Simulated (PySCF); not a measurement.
C2H3NS: core ionisation energies

Compound: methyl thiocyanate, C2H3NS.
Numbering: `[CH3:1][S:2][C:3]#[N:4]`

Computed with PySCF, delta-SCF UKS SCAN, pcX-2 on the ionised atom, pcseg-1 elsewhere, spin-free X2C. Binding energies are ΔSCF values: E(core-ionised, relaxed orbitals) − E(ground state) at a fixed geometry, referred to the vacuum level.

Task: List the computed XPS lines with their assignment.

Result: 
```
atom(s)           environment  level  binding energy (eV)  above the level's lowest (eV)  count
     S2  sulfur bonded to 2 C   S 1s              2479.11                           0.00      1
     N4        cyano nitrogen   N 1s               405.02                           0.00      1
     C3          cyano carbon   C 1s               292.55                          +0.21      1
     C1       S-methyl carbon   C 1s               292.34                           0.00      1
```

The 2 C 1s values lie within 0.21 eV of each other; Gaussian lines of 0.5 eV full width would blend them into one maximum.

Task: Which effective nuclear charge Zeff reproduces each element's mean 1s value in the hydrogen-like formula E = 13.606 eV × Zeff²?

Result: C (Z = 6): mean 292.4 eV, Zeff = 4.64, Z − Zeff = 1.36; N (Z = 7): mean 405.0 eV, Zeff = 5.46, Z − Zeff = 1.54; S (Z = 16): mean 2479.1 eV, Zeff = 13.50, Z − Zeff = 2.50. Means run over the listed sites, weighted by atom count.

Not every level is listed. Geometry: PBE0-D3(BJ)/def2-SVP; no solvent, vibrations or thermal averaging.
